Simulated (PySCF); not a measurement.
Copper monofluoride, CuF (singlet state).
Bonds: F1–Cu2.

Computed, not measured: TDDFT CAM-B3LYP/aug-cc-pVTZ, vertical, gas phase, core orbitals frozen in the response (PySCF 2.14.0, density-fitted response routines). Isolated species at its PBE0-D3(BJ)/def2-TZVP geometry, gas phase.

Computed states:

```json
{"state": "S1", "E (eV)": "2.43", "f": "0.0026"}
{"state": "S2", "E (eV)": "2.48", "f": "0.0060"}
{"state": "S3", "E (eV)": "2.48", "f": "0.0060"}
{"state": "S4", "E (eV)": "2.83", "f": "0.0000"}
{"state": "S5", "E (eV)": "2.83", "f": "0.0000"}
{"state": "S6", "E (eV)": "5.40", "f": "0.0034"}
{"state": "S7", "E (eV)": "5.40", "f": "0.0034"}
{"state": "S8", "E (eV)": "6.11", "f": "0.077"}
{"state": "S9", "E (eV)": "6.11", "f": "0.077"}
```

Each state is given a Gaussian of 0.5 eV full width at half maximum, with ε(max) = 2.175×10⁸ f / Δν̃ (Δν̃ the width in cm⁻¹). The width is an assumption, not a result. The curve ends short of the highest state used, and states not computed would add to its high-energy end.

Q: What does the envelope look like, and where are its maxima?

A: 
```
λ (nm)  ε (L mol⁻¹ cm⁻¹)
 225.0               475
 234.3               325
 243.6               124
 252.9                23
 262.2                 2
 271.5                 0
 280.8                 0
 290.0                 0
 299.3                 0
 308.6                 0
 317.9                 0
 327.2                 0
 336.5                 0
 345.8                 0
 355.1                 0
 364.4                 0
 373.7                 0
 383.0                 1
 392.3                 4
 401.6                12
 410.8                28
 420.1                61
 429.4               115
 438.7               193
 448.0               296
 457.3               414
 466.6               535
 475.9               644
 485.2               728
 494.5               778
 503.8               790
 513.1               767
 522.4               715
 531.6               643
 540.9               560
 550.2               474
 559.5               390
 568.8               314
 578.1               248
 587.4               192
 596.7               146
 606.0               110
 615.3                82
 624.6                60
 633.9                43
 643.2                31
 652.4                22
 661.7                16
 671.0                11
 680.3                 8
 689.6                 6
 698.9                 4
 708.2                 3
 717.5                 2
 726.8                 1
 736.1                 1
```

Maxima: 502 nm (2.47 eV), ε about 790, made up of S1 (18%), S2 (41%) and S3 (41%) (ε in L mol⁻¹ cm⁻¹; maxima over ε = 5, shares over 10%). At its high-energy end, 5.51 eV, the curve is still rising (ε about 470, from S6, S7, S8 and S9).

Q: Does any computed singlet lie in the visible range?

A: 5 computed singlets (S1 to S5) lie in the visible range (380 to 750 nm), the largest f among them at 501 nm, f = 0.0060; light of that wavelength is blue-green to green, and its complementary colour is red to purple; a Tamm–Dancoff triplet lies at 620 nm, without intensity as long as spin–orbit coupling is left out.

Q: What would ε be at 2.47 eV, the highest of these maxima, with half the width (0.25 eV)?

A: About 1570 L mol⁻¹ cm⁻¹ against 791, a factor of about 1.98; a lone state at its own centre would give exactly 2.

Q: On this curve, what absorbance would a 10⁻⁵ mol/L sample give at 254 nm over a 1 cm path?

A: 254 nm is 4.881 eV, where ε is about 18 L mol⁻¹ cm⁻¹, so A = ε c l ≈ 0.00018 (Beer–Lambert, with the gas-phase spectrum and the assumed width).
